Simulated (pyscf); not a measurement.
PySCF, gas phase, ωB97X-D3(BJ)/def2-SVP geometries. Correlated levels are frozen-core, on RHF or UHF. ΔMP2 is the change of the MP2 total energy from the triple- to the quadruple-zeta basis.

Estimate the classical barrier height and the reaction energy of HO–PH₂ (SMILES OP) + H• (SMILES [H]) -> PH₂• (SMILES [PH2]) + H₂O (SMILES O) at CCSD(T)/def2-TZVPP + ΔMP2(QZVPP). The step runs on the doublet surface, breaks O–P and forms H–O; take the separated reactants as zero.

ΔE‡ = 0.72 eV, ΔE = -1.41 eV. Zero-point energy shifts the barrier by +0.01 eV. It is a substitution at O, with an imaginary mode of 1695i cm⁻¹. The same reactants have a lower exit, to •O–PH₂ + H₂ (barrier +0.40 eV at ωB97M-D3(BJ), against +0.70 eV here). This is the saddle that the search found; another between the same sides may lie lower. The angle at the attacked O is 150°. The CCSD(T) − MP2 part came from Ansatz, without density fitting, on the same reference.
